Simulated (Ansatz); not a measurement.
Results of rVV10 in Ansatz (plane waves, PAW) for bcc V.

Run with plane-wave cutoff 520 eV, 26×26×26 k mesh, Fermi–Dirac smearing 0.05 eV, no spin polarisation, scalar-relativistic PAW data made under PBE.

Energies at three volumes about the minimum:

```csv
V (Å³/atom),E − E_lowest (meV/atom)
13.333,3.29
13.605,0.00
13.877,3.00
```

Q: Fit a parabola by hand: where is the minimum, what lattice constant follows, and what is the bulk modulus?

A: Slopes: (0.00 − 3.29)/(13.605 − 13.333) = -12.096 and (3.00 − 0.00)/(13.877 − 13.605) = 11.029 meV/Å³. Curvature E″ = 2 × (11.029 − (-12.096))/(13.877 − 13.333) = 85.018 meV/Å⁶. From the middle of the first interval, the slope vanishes at V0 = 13.4690 − (-12.096)/85.018 = 13.611 Å³/atom. B = V0 E″ = 13.611 × 85.018 meV/Å³ × 0.1602 GPa per meV/Å³ = 185 GPa. With 2 atoms in the cube, a = (2 × 13.611)^(1/3) = 3.008 Å. The full Birch–Murnaghan fit to all volumes gives V0 = 13.606 Å³/atom and B0 = 185 GPa.

Measured, for comparison: bulk modulus 161 GPa (corrected for temperature and zero-point phonon effects, our sources range from 159 to 166; as tabulated in Levämäki et al. (2014), arXiv:1402.3671); lattice constant a 3.021 Å (static lattice: zero-point anharmonic expansion removed; as tabulated in Mejia-Rodriguez and Trickey (2018), arXiv:1807.09216). Computed (rounded) less measured: bulk modulus +15 % (+11 % to +16 % over the range).

Ansatz is a quantum-chemistry and plane-wave program.
